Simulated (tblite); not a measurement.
Species: 2-fluoropropane, C3H7F.
Numbering: `[CH3:1][CH:2]([CH3:3])[F:4]` (hydrogens: H5, H6, H7 on C1; H8 on C2; H9, H10, H11 on C3)

Computed with GFN2-xTB (tblite), gas phase: Langevin dynamics at 300 K from the optimised GFN2-xTB geometry, time step 0.5 fs, friction 0.01 fs⁻¹, 2000 steps. The instantaneous temperature is 2·E(kin)/(3Nk) with all 3N coordinates.

```tsv
t (fs)	T (K)	E(pot) above start (eV)	C1–C2 (Å)	C2–C3 (Å)	C2–F4 (Å)	C1–H5 (Å)
0	263	0.000	1.521	1.520	1.387	1.087
25	142	0.298	1.529	1.514	1.379	1.123
50	319	0.357	1.502	1.476	1.372	1.067
75	336	0.450	1.546	1.548	1.349	1.044
100	453	0.183	1.519	1.500	1.424	1.120
125	186	0.446	1.501	1.467	1.486	1.144
150	368	0.371	1.508	1.523	1.367	1.080
175	199	0.444	1.543	1.586	1.392	1.085
200	295	0.388	1.469	1.497	1.411	1.085
225	340	0.319	1.536	1.524	1.409	1.096
250	309	0.374	1.549	1.525	1.399	1.102
275	299	0.419	1.531	1.487	1.378	1.084
300	438	0.354	1.509	1.581	1.423	1.087
325	339	0.488	1.510	1.570	1.388	1.091
350	287	0.479	1.496	1.473	1.365	1.075
375	424	0.328	1.544	1.519	1.421	1.069
400	426	0.338	1.513	1.522	1.365	1.112
425	303	0.586	1.532	1.496	1.401	1.103
450	259	0.514	1.529	1.476	1.496	1.066
475	413	0.412	1.505	1.492	1.370	1.088
500	272	0.437	1.598	1.485	1.344	1.094
525	334	0.510	1.607	1.476	1.364	1.095
550	441	0.370	1.542	1.539	1.391	1.055
575	431	0.317	1.519	1.593	1.372	1.109
600	293	0.377	1.535	1.535	1.391	1.122
625	376	0.404	1.502	1.519	1.422	1.079
650	395	0.286	1.538	1.537	1.368	1.072
675	362	0.353	1.544	1.508	1.355	1.087
700	272	0.324	1.554	1.512	1.398	1.091
725	219	0.231	1.544	1.529	1.391	1.077
750	257	0.280	1.555	1.527	1.409	1.099
775	218	0.227	1.527	1.534	1.437	1.098
800	204	0.251	1.502	1.555	1.397	1.085
825	154	0.379	1.531	1.570	1.353	1.083
850	177	0.240	1.492	1.567	1.364	1.082
875	215	0.256	1.511	1.503	1.420	1.059
900	213	0.328	1.543	1.511	1.413	1.063
925	277	0.194	1.531	1.525	1.363	1.099
950	232	0.269	1.498	1.531	1.392	1.108
975	327	0.227	1.502	1.519	1.399	1.084
1000	286	0.400	1.530	1.543	1.384	1.088
```

Task: From 500 fs on, how do temperature and potential energy compare with equipartition?

Result: The mean temperature of these 21 frames is 284 K against the target 300 K, and the mean potential energy 0.32 eV against 27 × kT/2 = 0.35 eV for 27 classical harmonic modes. For 11 atoms in a canonical ensemble the temperature itself scatters by T·√(2/(3N)) = 74 K; here its standard deviation is 80 K. The whole run lasts only 10 friction times of 100 fs, so these averages carry a wide statistical error.

Task: What are the kinetic and total energies of the listed frame with the highest potential energy?

Result: The one at 425 fs, 0.586 eV above the start. Its kinetic energy is 3NkT/2 = 0.431 eV at 303 K, so the sum is 1.02 eV; over the listed frames the sum runs from 0.37 to 1.02 eV, since the thermostat adds and removes energy.

Task: How much do the listed bonds fluctuate from 500 fs on?

Result: 
| bond | at the start (Å) | mean (Å) | standard deviation (Å) |
| --- | --- | --- | --- |
| C1–C2 | 1.521 | 1.534 | 0.029 |
| C2–C3 | 1.520 | 1.529 | 0.027 |
| C2–F4 | 1.387 | 1.387 | 0.025 |
| C1–H5 | 1.087 | 1.087 | 0.016 |

The motion is classical and holds no zero-point motion.

What follows is the cost of the whole dynamics run. The run took 11 s on an Intel Xeon Platinum 8259CL at 2.50 GHz with one thread, no GPU, shared host, and the process peaked at 0.19 GiB of memory.
